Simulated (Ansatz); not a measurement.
We consider Sb2O3 (Pccn, No. 56), described by PBEsol (Ansatz, a quantum-chemistry and plane-wave program, plane waves, PAW).

Run with plane-wave cutoff 520 eV, 8×4×6 k mesh (along the axes of the cell as run), perturbation theory, scalar-relativistic PAW data made under PBE.

Cell (relaxed at this level):

Space group Pccn (No. 56); a = 4.929 Å, b = 12.336 Å, c = 5.403 Å, α = 90.00°, β = 90.00°, γ = 90.00°

```
atom  site  symmetry       x       y       z
----  ----  --------  ------  ------  ------
Sb      8e         1  0.0396  0.1272  0.1781
O       4c       ..2  0.2500  0.2500  0.0060
O       8e         1  0.3549  0.0569  0.3492
```

Task: Predict the high-frequency dielectric constant (mean over three axes) and static dielectric constant (mean over three axes).

Result: 
- high-frequency dielectric constant (mean over three axes): 5.60
- static dielectric constant (mean over three axes): 68.6

Note: the relaxation could not lower the start's symmetry, so the cell can be a saddle point above a distorted one.

Spin–orbit coupling is not included.

Computing time: around 6 core-hours (rough).
